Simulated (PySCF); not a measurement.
Gas-phase reaction: 3 C2H5F + HF → 4 CH2F + 2 CH4

Method: PySCF energies plus ideal-gas RRHO corrections (1 bar). † marks an energy on the PBE0/def2-TZVP geometry and frequencies; other levels use their own. CCSD(T) freezes the core. 6-31G* has spherical d functions here. Open shells (unrestricted): CH2F (multiplicity 2); the rest are closed-shell singlets. B3LYP is the form with VWN-RPA correlation. CH2F: computed as isolated molecules; such fragments, hydroxides, amides, oligomers or adducts are transient or little studied in the gas. CCSD(T) isn't extrapolated to the basis-set limit.

| level | ΔH°(298 K), kJ |
|---|---|
| B3LYP/6-31G* | 727 |
| B3LYP/def2-TZVP† | 736 |
| CCSD(T)/def2-SVP† | [?] |
| HF/def2-TZVP† | 563 |
| M06-2X/def2-TZVP† | 804 |
| r2SCAN/def2-TZVP† | [?] |
| LDA/def2-TZVP† | [?] |
| ωB97M-V/def2-TZVP† | [?] |

Complete the blanks.


- CCSD(T)/def2-SVP†, ΔH°(298 K), kJ: 787
- r2SCAN/def2-TZVP†, ΔH°(298 K), kJ: 730
- LDA/def2-TZVP†, ΔH°(298 K), kJ: 910
- ωB97M-V/def2-TZVP†, ΔH°(298 K), kJ: 805
